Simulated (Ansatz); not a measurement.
in.yaml

```yaml
crystal:
  periodic: [false, false, false]
  atoms:
    - {symbol: In, position_ang: [0.084376, 0.005225, -0.005002]}
    - {symbol: O, position_ang: [-0.080498, 0.013599, -1.855754]}
    - {symbol: O, position_ang: [-0.003878, -0.018825, 1.860756]}
basis:
  gaussian: {orbitals: def2-SVP}
magnetization: {spin_polarized: false, initial_magnetization: 1}
correlation: {active_space: {ras: {orbitals: [7, 1, 35], electrons: 15, max_holes: 2, max_particles: 2}, fixed_orbitals: true}}
scf: {lower_state_search: full}
output: {forces: true}
```

```sh
$ ansatz run in.yaml --threads 1 --pin off --events-out ev --progress --plain --max-ram 2393MiB
```

Output:

```
591 factors; integrals over basis functions are off by at most 2.4e-4 eV
mean field evaluation 1: about -9209.1990 eV, gradient 4.2e1 eV
mean field evaluation 2: about -9209.2640 eV, gradient 4.2e1 eV
mean field evaluation 4: about -9213.5294 eV, gradient 4.6e0 eV
mean field evaluation 8: about -9213.4429 eV, gradient 1.2e1 eV
mean field evaluation 16: about -9215.2268 eV, gradient 7.0e-2 eV
mean field evaluation 32: about -9206.6214 eV, gradient 1.5e-4 eV
mean field evaluation 64: about -9215.2245 eV, gradient 2.0e-1 eV
mean field evaluation 96: about -9215.2268 eV, gradient 1.5e-4 eV
mean field evaluation 128: about -9215.2268 eV, gradient 4.8e-4 eV
mean field evaluation 160: about -9215.2268 eV, gradient 1.6e-3 eV
mean field evaluation 192: about -9214.3033 eV, gradient 7.9e0 eV
mean field evaluation 224: about -9210.1961 eV, gradient 4.2e0 eV
mean field evaluation 256: about -9213.3836 eV, gradient 3.2e0 eV
mean field evaluation 288: about -9184.7283 eV, gradient 8.1e1 eV
mean field evaluation 320: about -9208.7999 eV, gradient 1.2e1 eV
mean field evaluation 352: about -9175.3390 eV, gradient 8.6e1 eV
mean field -9215.22681698 eV, -338.6533392190 hartree, gradient 9.6e-6 eV, S^2 0.750000; 21 other end points of the search recorded, 0 dependent functions left out
reference -9215.22681698 eV, -338.6533392190 hartree; 19, 18 occupied and 35, 36 virtual orbitals, 591 factors
state -9223.02373661 eV, -338.9398707303 hartree
the calculation of the forces begins
Total energy: -9223.02373661 eV, -338.9398707303 hartree
Atom 0 at     0.084376     0.005225    -0.005002 Å, force     0.089314     0.045421    -3.998724 eV/Å
Atom 1 at    -0.080498     0.013599    -1.855754 Å, force     0.057446    -0.000027     0.355457 eV/Å
Atom 2 at    -0.003878    -0.018825     1.860756 Å, force    -0.146761    -0.045394     3.643267 eV/Å
Dipole moment:     0.138586     0.002455     0.605270 e Å
```

Forces (eV/Å):
```
In   0.089  0.045 -3.999
O    0.057  0.000  0.355
O   -0.147 -0.045  3.643
```

Ran on 1 thread of Arm Neoverse V2, shared host: 18 s wall, 0.24 GiB peak host memory.
